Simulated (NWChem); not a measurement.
Molecule: hydrogen isocyanide (CHN); SMILES [C-]#[NH+]

```xyz
3

C      0.0000     0.0000     0.7364
N      0.0000     0.0000    -0.4270
H      0.0000     0.0000    -1.4242
```
Atoms are numbered in this order, from 1.

Coordinates come from a PBE0-D3(BJ)/def2-TZVP optimisation.

Q: Give the principal values of the shielding tensors (ppm) of C1, N2 from PBE/def2-SVP, GIAO (NWChem), with their diamagnetic and paramagnetic parts as GIAO splits them.

A: 
```
atom    σ11    σ22    σ33  isotropic  diamagnetic  paramagnetic
----  -----  -----  -----  ---------  -----------  ------------
C1    -88.4  -88.4  274.1       32.4        264.6        -232.2
N2      2.4    2.4  344.7      116.5        319.7        -203.1
```
